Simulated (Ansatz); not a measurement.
**HGe–CH2, quartet: reading a ladder of total energies**

Geometry: that of the HGe–CH2, doublet, kept fixed.

```yaml
atoms:
  - { symbol: Ge, position_ang: [-0.0108, 0.0322, 0.3104] }
  - { symbol: C, position_ang: [0.0505, -0.0625, -1.5712] }
  - { symbol: H, position_ang: [0.3508, -1.4726, 0.6524] }
  - { symbol: H, position_ang: [-0.4009, -0.9037, -2.0971] }
  - { symbol: H, position_ang: [0.2255, 0.8044, -2.2040] }
```

Basis cc-pVTZ; Ansatz 0.2.0. Only valence electrons are correlated (noble-gas cores and the filled d shells of p-block atoms frozen), which leaves 11 electrons in 100 orbitals. Prefix R: restricted or restricted open-shell reference; prefix U: unrestricted. No spin–orbit coupling is included, and no scalar relativity.

Full CI isn't at hand for all of this; UCCSDT(Q) serves as the reference, and is uncertain by about the last step of the cluster series.

Runs differ by some tens of microhartree through their thresholds and, for an open shell, their frozen cores, so steps under 0.03 kcal/mol mean nothing.

```
    level  total energy (hartree)
      UHF            -2114.903451
     UMP2            -2115.122551
    UCCSD            -2115.154194
 UCCSD(T)            -2115.162809
   UCCSDT            -2115.163872
UCCSDT(Q)            -2115.164201
```

Problem. What is the correlation energy at UCCSDT(Q), and what share of it do UMP2 and UCCSD recover?

Solution. E(corr) = -2115.164201 − (-2114.903451) = -0.260750 hartree = -7.095 eV. UMP2: -0.219100 / -0.260750 = 84.03 %. UCCSD: -0.250743 / -0.260750 = 96.16 %.

Problem. By how many kcal/mol does UCCSD(T) miss UCCSDT(Q) (1 hartree = 627.509 kcal/mol), and which steps make up the rest?

Solution. -2115.162809 − (-2115.164201) = 0.001392 hartree = 0.87 kcal/mol. Steps: UCCSDT − UCCSD(T) = -0.67, UCCSDT(Q) − UCCSDT = -0.21 kcal/mol. Differences between like states or geometries often cancel part of this.
